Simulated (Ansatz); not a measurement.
```xyz
9

C    -0.0420   -0.3939   -0.3396
C     0.0592   -0.4641    1.1574
O    -0.0633    0.9242   -0.7663
H    -0.8768   -1.0212   -0.7578
H     0.8969   -0.9009   -0.7715
H    -0.0188   -1.4450    1.5385
H     0.9129    0.0680    1.5494
H    -0.8700    0.0649    1.5170
H    -0.0508    0.9613   -1.7604
```

RHF-MP2 on singlet C2H6O was run in several spherical basis sets with Ansatz (development build ahead of 0.2.0). Frozen core: 3 orbitals.

Q: Rank the basis sets by the total energy that they give, lowest first, with the distance from the lowest.
A. 6-31G
B. STO-3G
C. def2-SVP

A: C (0.00 eV), A (3.57 eV), B (59.34 eV).

Totals follow the description of the cores as much as that of the bonds, so this order isn't one of quality for chemistry.
